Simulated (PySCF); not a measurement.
Predicted microwave data (PBE0/def2-SVPD in PySCF (dipole) on a GFN2-xTB geometry, gas phase) for one isomer of C3H5FO:

| Item | Value |
| --- | --- |
| Rotational constants | A = 7881, B = 5007, C = 3681 MHz |
| Dipole components | \|μa\| = 0.58 D, \|μb\| = 1.61 D, \|μc\| = 0.21 D |
| Inertial defect | -27.77 u·Å² |
| κ | -0.37 |

Question: Which candidate fits, each taken in the one conformer that was computed?
A. `[OH:1][C@@H:2]1[CH2:3][C@@H:4]1[F:5]` with H–O1–C2–C3 51°
B. `[F:1][CH2:2][C@@H:3]1[CH2:4][O:5]1` with F1–C2–C3–C4 -91° (epifluorohydrin)

Answer: A. It is O[C@@H]1C[C@@H]1F, an asymmetric top, point group C1. The candidates at the same level (rigid rotor, commonest isotopes):

```csv
SMILES,A (MHz),B (MHz),C (MHz),μa (D),μb (D),μc (D),Δ (u·Å²),point group,rotor
O[C@@H]1C[C@@H]1F,7881,5007,3681,0.58,1.61,0.21,-27.77,C1,asymmetric top
FC[C@@H]1CO1,14725,3196,2918,0.32,0.35,0.05,-19.23,C1,near-prolate asymmetric top
```

`FC[C@@H]1CO1` has A 87 % too high. No structure here is proved a minimum.
